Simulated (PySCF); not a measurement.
Gas-phase reaction: 2 SiH2Cl + 4 SiF3 + SiH2Cl2 ⇌ 6 SiHF2 + SiCl4

Computed with PySCF (xtb for GFN2) and rigid-rotor harmonic-oscillator thermochemistry at 1 bar. † marks an energy on the PBE0/def2-TZVP geometry and frequencies; other levels use their own. CCSD(T) freezes the core. Open shells (unrestricted): SiH2Cl (multiplicity 2), SiF3 (multiplicity 2), SiHF2 (multiplicity 2); the rest are closed-shell singlets. GFN2 has no spin-polarisation term. B3LYP is the form with VWN-RPA correlation. SiH2Cl, SiHF2: computed as isolated molecules; such fragments, hydroxides, amides, oligomers or adducts are transient or little studied in the gas. CCSD(T) isn't extrapolated to the basis-set limit; its ΔH°(298 K) is 51.7 kJ in def2-SVP and 62.7 kJ in def2-TZVPP. The harmonic model lacks anharmonicity and excited electronic states, which grow with temperature; levels with a mode under 35 cm⁻¹ are left out.

| level | ΔE electronic, kJ | ΔH°(298 K), kJ | ΔS°(298 K), J/K | ΔG°(1400 K), kJ |
|---|---|---|---|---|
| B3LYP/def2-TZVP† | 53 | 50 | 21 | 20 |
| CCSD(T)/def2-SVP† | 55 | 52 | 21 | 22 |
| GFN2-xTB | -79 | -80 | 23 | -116 |
| M06-2X/def2-TZVP† | 70 | 67 | 21 | 37 |
| PBE/def2-SVP | 43 | 40 | 20 | 12 |
| PBE/def2-TZVP† | 50 | 47 | 21 | 17 |
| PBE0/def2-QZVP† | 59 | 56 | 21 | 26 |
| PBE0/def2-TZVP | 59 | 56 | 21 | 26 |
| LDA/def2-TZVP† | 47 | 44 | 21 | 15 |
| ωB97M-V/def2-TZVP† | 46 | 43 | 21 | 13 |
ΔH° is lowest at GFN2-xTB and highest at M06-2X/def2-TZVP†. No reference value is set beside these.
